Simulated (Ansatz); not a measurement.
This geometry of C4H7NS (13 atoms, charge 0, multiplicity 1) is a first-order saddle point.

Level of theory: Ansatz 0.2.0, RKS B3LYP/def2-SVP.

```xyz
13
Properties=species:S:1:pos:R:3
C 0.570 -0.522 -2.485
C 0.287 -0.194 -1.354
C -0.071 0.210 0.020
C 0.651 -0.673 1.049
N -1.470 0.164 0.248
S 0.626 2.001 0.137
H 0.822 -0.812 -3.488
H 0.321 -1.719 0.941
H 0.415 -0.327 2.068
H 1.737 -0.623 0.908
H -2.109 0.566 -0.422
H -1.843 -0.339 1.038
H 0.083 2.233 1.355
```

Q: Which two structures does it join? (They come from a converged band through this point; their orientation in space is the band's.)

A: No bond is made or broken. The height of N5 over the plane of its neighbours goes from 0.39 to -0.37 Å.

Initial state:

```xyz
13
Properties=species:S:1:pos:R:3
C 0.408 -0.682 -2.417
C 0.228 -0.248 -1.299
C -0.038 0.252 0.066
C 0.731 -0.584 1.100
N -1.455 0.258 0.418
S 0.563 2.024 0.062
H 0.572 -1.061 -3.408
H 0.386 -1.631 1.072
H 0.545 -0.182 2.107
H 1.809 -0.567 0.893
H -1.981 0.791 -0.276
H -1.817 -0.698 0.401
H 0.069 2.294 1.294
```

Final state:

```xyz
13
Properties=species:S:1:pos:R:3
C 0.568 -0.557 -2.493
C 0.261 -0.244 -1.365
C -0.106 0.147 0.005
C 0.657 -0.692 1.041
N -1.525 -0.025 0.195
S 0.486 1.971 0.117
H 0.840 -0.838 -3.493
H 0.371 -1.749 0.934
H 0.397 -0.362 2.060
H 1.741 -0.589 0.908
H -2.054 0.545 -0.463
H -1.798 0.253 1.137
H 0.184 2.106 1.431
```

Q: How far does it lie above each of them?

A: 18.2 kJ/mol above the first and 17.1 kJ/mol above the second. This is the barrier of this one path; another mechanism may lie lower.

The run took 2 min on 2 threads of Intel(R) Xeon(R) Platinum 8488C (Sapphire Rapids), on a shared host, peak memory 0.32 GiB.
